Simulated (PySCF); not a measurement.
CH₃N.
Cartesian coordinates in Å at the PBE0-D3(BJ)/def2-SVP level; atoms count from 1:
```xyz
5
CH3N angstrom
C     -0.281   -0.030   -0.109
N      0.858   -0.572   -0.186
H     -0.491    1.044   -0.277
H     -1.157   -0.651    0.143
H      1.570    0.126   -0.426
```

The calculation used core-valence-separated Tamm–Dancoff BHandHLYP/aug-pcX-1 (pcseg-1 on H) in PySCF, non-relativistic, gas phase, PBE0-D3(BJ)/def2-SVP geometry. The energies are unshifted.

The lowest roots of each edge with f over 0.003 (five at most, numbered afresh; weaker and dark ones are left out), with transition dipoles (au) in the frame of the coordinates:

```tsv
root	edge	E (eV)	μx	μy	μz
1	C	282.72	-0.0150	-0.0179	-0.0964
2	C	286.85	0.0232	-0.0415	0.0041
3	C	287.44	-0.0370	-0.0438	0.0139
4	C	288.15	0.0134	0.0262	-0.0070
5	C	288.53	0.0057	0.0068	0.0365
6	N	395.87	-0.0120	-0.0144	-0.0771
7	N	399.85	0.0342	0.0272	-0.0104
8	N	401.62	0.0041	-0.0182	0.0027
9	N	403.04	0.0132	0.0346	-0.0085
10	N	403.10	-0.0264	0.0043	0.0033
```

What are the oscillator strengths?

f = (2/3) ΔE |μ|², with ΔE in hartree (27.2114 eV):

```tsv
root	ΔE (Eh)	|μ|² (au)	f	core hole on
1	10.3899	0.009848	0.068	C1
2	10.5417	0.002276	0.016	C1
3	10.5634	0.003475	0.024	C1
4	10.5894	0.000912	0.006	C1
5	10.6033	0.001411	0.010	C1
6	14.5479	0.006298	0.061	N2
7	14.6943	0.002018	0.020	N2
8	14.7592	0.000357	0.004	N2
9	14.8114	0.001445	0.014	N2
10	14.8136	0.000724	0.007	N2
```

What is the unit vector of the normal of the molecular plane, and which share of each root's |μ|² lies along it?

(0.15, 0.18, 0.97), up to sign.

| root | core hole on | share along it | final orbital under reflection in the plane |
| --- | --- | --- | --- |
| 1 | C1 | 1.00 | odd |
| 2 | C1 | 0.00 | even |
| 3 | C1 | 0.00 | even |
| 4 | C1 | 0.00 | even |
| 5 | C1 | 1.00 | odd |
| 6 | N2 | 1.00 | odd |
| 7 | N2 | 0.00 | even |
| 8 | N2 | 0.00 | even |
| 9 | N2 | 0.00 | even |
| 10 | N2 | 0.00 | even |

The 1s orbitals of atoms in the plane are even under the reflection, so light polarised along the normal reaches odd orbitals alone (the out-of-plane π set) and light polarised in the plane even ones.

For fixed molecules, how does the intensity of root 1 change when the electric field is turned 70° away from the normal of the molecular plane?

Intensity goes as (E·μ)², and μ lies along that direction, so it falls to cos²70° = 0.12 of its maximum; it vanishes at 90°.

Molecules are fixed in this frame and the field points along (1, 0, −1)/√2. What effective strengths 3 f cos²θ do the roots have (θ between field and μ)?

root 1 (C1): 0.069, root 2 (C1): 0.004, root 3 (C1): 0.027, root 4 (C1): 0.004, root 5 (C1): 0.010, root 6 (N2): 0.062, root 7 (N2): 0.029, root 8 (N2): 0.000, root 9 (N2): 0.007, root 10 (N2): 0.013. Root 1 is the strongest. Averaged over all orientations cos²θ is 1/3, which gives f back.

Rough CPU time on one thread of a shared machine: about 1.8 s.
